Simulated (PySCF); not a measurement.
C2H5, SMILES C[CH2], multiplicity 2. Coordinates come from a r2SCAN-D4/def2-TZVP optimisation. The isomer is the one that the SMILES or the coordinates give; other isomers of the formula were not compared.

Computed with r2SCAN-D4/def2-TZVP run with PySCF.

Harmonic wavenumbers (cm⁻¹): 120, 502, 812, 977, 1074, 1192, 1389, 1462, 1476, 1478, 2956, 3049, 3097, 3147, 3249. Rotational constants (GHz): 103.9, 22.87, 21.18; symmetry number 1.

### Question
Work out the zero-point energy and the ideal-gas rigid-rotor harmonic-oscillator thermochemistry at 298.15 K and 1 atm.

### Answer
ZPE = ½ Σ hcν = ½ × 25983 cm⁻¹ = 37.14 kcal/mol. H − E(el) = 40.21 kcal/mol. Entropy in cal/(mol K): translation 36.03, rotation 19.40, vibration 4.23, spin 1.38, total 61.04. G − E(el) = 22.01 kcal/mol. Cp = 13.03 cal/(mol K). Modes under 150 cm⁻¹ make the vibrational entropy uncertain.
